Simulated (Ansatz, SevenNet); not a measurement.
# hcp Mg: properties by level of theory

Reference values: lattice constant a 3.209 Å (measured, 293 K, not corrected to a static lattice; as tabulated in Wikipedia's data pages); lattice parameter c 5.210 Å (measured, 293 K, not corrected to a static lattice; as tabulated in Wikipedia's data pages); bulk modulus 38.6 GPa (measured, copied from a table, unchecked, extrapolated to 0 K and zero-point effects removed; as tabulated in Lejaeghere et al. (2013), arXiv:1204.2733).

| level (code) | equilibrium lattice constant a (Å) | c axis length (Å) | bulk modulus (GPa) |
|---|---|---|---|
| SevenNet-l3i5 | 3.199 | 5.171 | 36.8 |
| LDA (Ansatz) | 3.134 | 5.083 | 39.7 |
| BLYP (Ansatz) | 3.219 | 5.226 | 31.2 |
| PBEsol (Ansatz) | 3.176 | 5.153 | 37.3 |
| PBE-D3(BJ) (Ansatz) | 3.139 | 5.090 | 39.9 |
| r²SCAN+rVV10 (Ansatz) | 3.175 | 5.144 | 40.0 |

Differences from the reference values (errors of the level alone only where the reference is corrected to a static lattice):

| level | lattice constant a (%) | lattice parameter c (%) | bulk modulus (%) |
|---|---|---|---|
| SevenNet-l3i5 | -0.31 | -0.75 | -4.7 |
| LDA | -2.34 | -2.44 | +2.8 |
| BLYP | +0.31 | +0.31 | -19.2 |
| PBEsol | -1.03 | -1.09 | -3.4 |
| PBE-D3(BJ) | -2.18 | -2.30 | +3.4 |
| r²SCAN+rVV10 | -1.06 | -1.27 | +3.6 |

Nearest: lattice constant a, not ranked (reference at room or unstated temperature); lattice parameter c, not ranked (reference at room or unstated temperature); bulk modulus, not ranked (one source).

Machine-learned potentials (SevenNet-l3i5) are trained on DFT data: a solid inside that data is no test of them.

Ansatz's density-functional and Hartree–Fock values are scalar-relativistic unless marked +SOC, with PAW data made under PBE.

Differences are worked out from the printed values.

The computed numbers hold no vibrational or temperature effects.

Ansatz is a first-principles code.
